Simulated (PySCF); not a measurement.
Molecule: dimethylether, C₂H₆O, charge 0, multiplicity 1. 
Geometry from a B3LYP-D3(BJ)/def2-TZVP (Ansatz) optimisation:
SMILES: COC
```xyz
9

C      0.0048     1.1709    -0.2006
O      0.0068     0.0028     0.5882
C     -0.0092    -1.1727    -0.1892
H      0.0177     2.0231     0.4773
H      0.8882     1.2176    -0.8515
H     -0.8928     1.2283    -0.8310
H     -0.0065    -2.0184     0.4970
H     -0.9074    -1.2256    -0.8191
H      0.8735    -1.2363    -0.8396
```
Charge 0, spin multiplicity 1.

Dispersion corrections to the total energy (kcal/mol) from the dftd3 and dftd4 libraries through PySCF: D3(BJ) without and D4 with the three-body term, each with the damping fitted for the functional named.

```tsv
functional	D3(BJ)	D4
TPSSh	-2.82	-2.84
BP86	-3.64	-2.88
revPBE	…	-9.12
BHLYP	-3.14	-2.36
PW6B95	-1.06	-1.99
LC-wPBE	-2.19	…
B2PLYP	-1.84	…
```

What belongs in the gaps?


- revPBE, D3(BJ): -7.04
- LC-wPBE, D4: -2.52
- B2PLYP, D4: -1.60
